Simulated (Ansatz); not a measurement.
Species: BeH (charge 0, doublet). SMILES: [BeH]
Geometry: optimised at B3LYP-D3(BJ)/def2-TZVP (Ansatz, a program for electronic structure).

Atomisation energy built up term by term with Ansatz (kcal/mol; UHF references for open shells; valence terms freeze the core; atomic spin-orbit terms are left out; no core correlation term is included; no scalar relativity (X2C) term is included). Basis-set limits of correlation are two-point, X^-3; Hartree-Fock from the larger set.

| term | basis | kcal/mol |
|---|---|---|
| Hartree-Fock | def2-QZVPPD | 50.42 |
| CCSD correlation | CBS(def2-TZVPPD,def2-QZVPPD) | ___ |
| (T) | CBS(def2-TZVPPD,def2-QZVPPD) | ___ |
| sum: De |  | ___ |

Question: Fill in the missing entries.

Answer: 
- CCSD correlation, kcal/mol: -0.32
- (T), kcal/mol: 0.38
- sum: De, kcal/mol: 50.5
